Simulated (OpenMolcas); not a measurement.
**A workflow on triplet S2O**

Aim: a single-point energy (UHF/STO-3G), then a single-point energy (CASSCF(2,2)/STO-3G), then a single-point energy (CASPT2(2,2)/STO-3G), then a single-point energy (SC-NEVPT2(2,2)/STO-3G), then a single-point energy (MRCI(2,2)/STO-3G) of triplet S2O. 

The calculation is run with OpenMolcas 26.06.

3 further runs of the same task are left out: 1 that didn't finish, 2 set aside as unsound or not needed.

## Step 1: The molecule

The species is S2O (3 atoms), meant as a triplet with charge 0. SMILES of the parent species: `O=S=S`. The coordinates come from a GFN2-xTB relaxation. That shape belongs to the parent species and isn't relaxed for this state.

Bond lengths: O1–S2 1.448 Å, S2–S3 1.909 Å. Angles: O1–S2–S3 114.6°.

## Step 2: The energy at UHF/STO-3G (run 1)

Contents of step1.inp:

```
&GATEWAY
 BasLib=$CurrDir
 Coord
 3
 angstrom
 O        0.431370       1.195520       0.483120
 S        0.559470      -0.210460       0.159300
 S       -0.990830      -0.985060      -0.642420
 Basis=STO-3G
 Group=NoSym

&SEWARD

&SCF
 UHF
 Spin=3
 Scramble=0.25
 PrOrbitals=1 1
```

The basis set STO-3G is read from a file made from the Basis Set Exchange's data (not shown).

Run with:

```
export MOLCAS_MEM=1860
pymolcas step1.inp > step1.log
```

What it wrote:

```text
--- Start Module: gateway ---
[...]
--- Stop Module: gateway /rc=_RC_ALL_IS_WELL_ ---
--- Start Module: seward ---
[...]
      Basis functions           23
--- Stop Module: seward /rc=_RC_ALL_IS_WELL_ ---
--- Start Module: scf ---
[...]
       Convergence after  32 Iterations
[...]
::    Total SCF energy                               -860.0728722732
[...]
      Total spin, S                                     1.0014086238
[...]
      Total electronic charge=   40.000000
      Total            charge=   -0.000000
[...]
      Dipole Moment (debye):
      Origin of the operator (angstrom)=   -0.0862   -0.2389   -0.0966
                   X= -2.1023E-01               Y= -5.7962E-01               Z= -2.3465E-01           Total=  6.5971E-01
      Quadrupole Moment (debye*angstrom):
[...]
--- Stop Module: scf /rc=_RC_ALL_IS_WELL_ ---
[...]
```

It took 2.2 s on 1 thread of Arm Neoverse V1, shared host; peak memory 0.37 GiB.

## Step 3: The energy at CASSCF(2,2)/STO-3G (run 2)

Contents of step2.input:

```
&GATEWAY
 BasLib = $CurrDir
 Coord
 3
 angstrom
 O        0.431370       1.195520       0.483120
 S        0.559470      -0.210460       0.159300
 S       -0.990830      -0.985060      -0.642420
 Basis = STO-3G
 Group = NoSym

&SEWARD

&RASSCF
 FileOrb = $CurrDir/step1.UnaOrb
 Spin = 3
 Nactel = 2 0 0
 Inactive = 19
 Ras2 = 2
 OrbListing = Nothing
 OrbAppear = Compact
```

The basis set STO-3G is read from a file made from the Basis Set Exchange's data (not shown).

Run with:

```
export MOLCAS_MEM=1860
pymolcas step2.input > step2.log
```

What it wrote:

```text
--- Start Module: gateway ---
[...]
--- Stop Module: gateway /rc=_RC_ALL_IS_WELL_ ---
--- Start Module: seward ---
[...]
      Basis functions           23
--- Stop Module: seward /rc=_RC_ALL_IS_WELL_ ---
--- Start Module: rasscf ---
[...]
      Number of active orbitals                  2
[...]
      Spin quantum number                      1.0
[...]
      Active orbitals                            2
[...]
      Number of CSFs                             1
[...]
      Number of root(s) required                 1
[...]
      Convergence after  7 iterations
[...]
      printout of CI-coefficients larger than  0.05 for root  1
      energy=    -860.071554
      conf/sym  11     Coeff  Weight
             1  uu   1.00000 1.00000
      Natural orbitals and occupation numbers for root  1
      sym 1:   1.000000   1.000000
      ************************************************************************************************************************
      *                                                    Final results                                                     *
[...]
::    RASSCF root number  1 Total energy:   -860.07155373
[...]
      Total electronic charge=   40.000000
      Total            charge=   -0.000000
[...]
      Dipole Moment (debye):
      Origin of the operator (angstrom)=   -0.0862   -0.2389   -0.0966
                   X= -2.1556E-01               Y= -5.8200E-01               Z= -2.3733E-01           Total=  6.6447E-01
      Quadrupole Moment (debye*angstrom):
[...]
--- Stop Module: rasscf /rc=_RC_ALL_IS_WELL_ ---
[...]
```

It took 1.8 s on 1 thread of Arm Neoverse V1, shared host; peak memory 0.37 GiB.

## Step 4: The energy at CASPT2(2,2)/STO-3G (run 3)

Contents of step3.inp:

```
>>> EXPORT MOLCAS_PRINT=2

&gateway
  baslib = $CurrDir
  coord
  3
  angstrom
  O        0.431370       1.195520       0.483120
  S        0.559470      -0.210460       0.159300
  S       -0.990830      -0.985060      -0.642420
  basis = STO-3G
  group = NoSym

&seward

&rasscf
  fileorb = $CurrDir/step2.RasOrb
  spin = 3
  nactel = 2 0 0
  inactive = 19
  ras2 = 2
  orblisting = Nothing
  orbappear = Compact

&caspt2
  imaginary = 0.1
  frozen = 11
```

The basis set STO-3G is read from a file made from the Basis Set Exchange's data (not shown).

Run with:

```
export MOLCAS_MEM=1860
pymolcas step3.inp > step3.log
```

What it wrote:

```text
--- Start Module: gateway ---
[...]
--- Stop Module: gateway /rc=_RC_ALL_IS_WELL_ ---
[...]
      Basis functions           23
[...]
--- Start Module: rasscf ---
[...]
      Number of active orbitals                  2
[...]
      Spin quantum number                      1.0
[...]
      Active orbitals                            2
[...]
      Number of CSFs                             1
[...]
      Number of root(s) required                 1
[...]
      Convergence after  4 iterations
[...]
      printout of CI-coefficients larger than  0.05 for root  1
      energy=    -860.071554
      conf/sym  11     Coeff  Weight
             1  uu   1.00000 1.00000
      Natural orbitals and occupation numbers for root  1
      sym 1:   1.000000   1.000000
      ************************************************************************************************************************
      *                                                    Final results                                                     *
[...]
::    RASSCF root number  1 Total energy:   -860.07155373
[...]
      Total electronic charge=   40.000000
      Total            charge=   -0.000000
[...]
      Dipole Moment (debye):
      Origin of the operator (angstrom)=   -0.0862   -0.2389   -0.0966
                   X= -2.1556E-01               Y= -5.8200E-01               Z= -2.3733E-01           Total=  6.6447E-01
      Quadrupole Moment (debye*angstrom):
[...]
--- Stop Module: rasscf /rc=_RC_ALL_IS_WELL_ ---
--- Start Module: caspt2 ---
[...]
 ###    WARNING: User changed nr of frozen orbitals.                         ###
 ###############################################################################
[...]
      E2 (Variational):          -0.0508482043
      Total energy:            -860.1224019337
[...]
      Reference weight:           0.97272
[...]
::    CASPT2 Root  1     Total energy:   -860.12240193
[...]
--- Stop Module: caspt2 /rc=_RC_ALL_IS_WELL_ ---
[...]
```

Run time: 1.8 s. Hardware: 1 thread of Arm Neoverse V1, shared host; peak memory 0.37 GiB.

## Step 5: The energy at SC-NEVPT2(2,2)/STO-3G (run 4)

Contents of step4.inp:

```
&GATEWAY
 BasLib=$CurrDir
 Coord
 3
 angstrom
 O        0.431370       1.195520       0.483120
 S        0.559470      -0.210460       0.159300
 S       -0.990830      -0.985060      -0.642420
 Basis=STO-3G
 Group=NoSym

&SEWARD

&RASSCF
 FileOrb=$CurrDir/step2.RasOrb
 Spin=3
 Nactel=2 0 0
 Inactive=19
 Ras2=2
 OrbListing=Nothing
 OrbAppear=Compact

&CASPT2
 SC-NEVPT2
 Frozen=11
```

The basis set STO-3G is read from a file made from the Basis Set Exchange's data (not shown).

Run with:

```
export MOLCAS_MEM=1860
pymolcas step4.inp > step4.log
```

What it wrote:

```text
--- Start Module: gateway ---

                                              &GATEWAY

                       available to each process: 1.9 GB of memory, 1 thread

 Basis Set     1 Label: O.STO-3G
 Basis set is read from library:.
 basistype.tbl is not found

 Basis Set     2 Label: S.STO-3G
 Basis set is read from library:.
 basistype.tbl is not found

++    Symmetry information:
      ---------------------

                    Character Table for C1

                             E
                    a        1  x, y, xy, Rz, z, xz, Ry, yz, Rx, I
--

++    Basis set information:
      ----------------------

      Basis set label: O.STO-3G.........

[... 172 lines left out ...]
                                         RASSCF iterations: Energy and convergence statistics
[... 19 lines left out ...]
      printout of CI-coefficients larger than  0.05 for root  1
[... 4 lines left out ...]
      Natural orbitals and occupation numbers for root  1
[... 10 lines left out ...]
      RASSCF energy for state  1                   -860.07155373
[... 13 lines left out ...]
      Von Neumann Entropy (Root   1) =  1.00000
[... 57 lines left out ...]
      Spin density orbitals for root   1 are written to the SPDORB.1 file
[... 74 lines left out ...]
 Compute H0 matrices for state    1
[... 4 lines left out ...]
********************************************************************************
  NEVPT2 EQUATION SOLUTION
--------------------------------------------------------------------------------
 ###############################################################################
 ###    Location: AixRd                                                      ###
 ###    File: LUCIEX                                                         ###
 ###    Premature abort while reading buffer from disk                       ###
 ###    End of file reached                                                  ###
 ###############################################################################

--- Stop Module: caspt2 /rc=-6 ---

.########################.
.# Non-zero return code #.
.########################.

    Timing: Wall=1.55 User=1.16 System=0.38
```

Wall time 1.8 s (1 thread of Arm Neoverse V1, shared host); peak memory 0.37 GiB.

The program stopped with an error.

## Step 6: A single-point energy at MRCI(2,2)/STO-3G (run 5)

Contents of step5.input:

```
&GATEWAY
 BasLib = $CurrDir
 Coord
 3
 angstrom
 O        0.431370       1.195520       0.483120
 S        0.559470      -0.210460       0.159300
 S       -0.990830      -0.985060      -0.642420
 Basis = STO-3G
 Group = NoSym

&SEWARD

&RASSCF
 FileOrb = $CurrDir/step2.RasOrb
 Spin = 3
 Nactel = 2 0 0
 Inactive = 19
 Ras2 = 2
 OrbListing = Nothing
 OrbAppear = Compact

&MOTRA
 LumOrb
 Frozen = 11

&GUGA
 Electrons = 18
 Spin = 3
 Inactive = 8
 Active = 2
 CIAll = 1

&MRCI
 SDCI
```

The basis set STO-3G is read from a file made from the Basis Set Exchange's data (not shown).

Run with:

```
export MOLCAS_MEM=1860
pymolcas step5.input > step5.log
```

What it wrote:

```text
--- Start Module: gateway ---
[...]
--- Stop Module: gateway /rc=_RC_ALL_IS_WELL_ ---
[...]
      Basis functions           23
[...]
      Number of active orbitals                  2
[...]
      Spin quantum number                      1.0
[...]
      Active orbitals                            2
[...]
      Number of CSFs                             1
[...]
      Number of root(s) required                 1
[...]
      Convergence after  4 iterations
[...]
      printout of CI-coefficients larger than  0.05 for root  1
      energy=    -860.071554
      conf/sym  11     Coeff  Weight
             1  uu   1.00000 1.00000
      Natural orbitals and occupation numbers for root  1
      sym 1:   1.000000   1.000000
      ************************************************************************************************************************
      *                                                    Final results                                                     *
[...]
::    RASSCF root number  1 Total energy:   -860.07155373
[...]
      Dipole Moment (debye):
      Origin of the operator (angstrom)=   -0.0862   -0.2389   -0.0966
                   X= -2.1556E-01               Y= -5.8200E-01               Z= -2.3733E-01           Total=  6.6447E-01
      Quadrupole Moment (debye*angstrom):
[...]
      *** WARNING: Default frozen orbitals is overwritten by user input.
      *** Default values:  11
[...]
--- Start Module: guga ---
[...]
--- Stop Module: guga /rc=_RC_ALL_IS_WELL_ ---
--- Start Module: mrci ---
[...]
       (But an ACPF correction will be computed)
       USE THE DEFAULT ACPF G-VALUE GFAC=  0.11111111111111110
[...]
                      CI ENERGY:  -860.13885491
[...]
                ACPF CORRECTION:    -0.00402302
[...]
      Total electronic charge=   40.000000
      Total            charge=   -0.000000
[...]
     ACPF CORRECTION:     -0.00402302
[...]
  CI State   1     Total energy:   -860.13885491     QDav:     -0.00455997     QACPF:     -0.00402302
[...]
--- Stop Module: mrci /rc=_RC_ALL_IS_WELL_ ---
[...]
```

Wall time 2 s (1 thread of Arm Neoverse V1, shared host); peak memory 0.37 GiB.

## Step 7: What came out

```
                                                 quantity                value
                          run 1, UHF/STO-3G: total energy        -860.07287 Eh
                         run 1, UHF/STO-3G: dipole moment               0.66 D
    run 1, UHF/STO-3G: HOMO energy (highest over α and β)             -6.55 eV
     run 1, UHF/STO-3G: LUMO energy (lowest over α and β)              5.03 eV
                                  run 1, UHF/STO-3G: ⟨S²⟩                2.004
                  run 2, CASSCF(2,2)/STO-3G: total energy        -860.07155 Eh
run 2, CASSCF(2,2)/STO-3G: dipole moment (CASSCF density)               0.66 D
                  run 3, CASPT2(2,2)/STO-3G: total energy        -860.12240 Eh
run 3, CASPT2(2,2)/STO-3G: dipole moment (CASSCF density)               0.66 D
                    run 5, MRCI(2,2)/STO-3G: total energy        -860.13885 Eh
  run 5, MRCI(2,2)/STO-3G: dipole moment (CASSCF density)               0.66 D
                             run 4, SC-NEVPT2(2,2)/STO-3G  no result (crashed)
```

Mulliken charges (run 3, CASPT2(2,2)/STO-3G) of the CASSCF density run from -0.29 on O1 to +0.28 on S2; they depend strongly on the basis. Mulliken charges (run 5, MRCI(2,2)/STO-3G) of the CASSCF density run from -0.29 on O1 to +0.28 on S2. 1 of the 5 runs did not end normally.
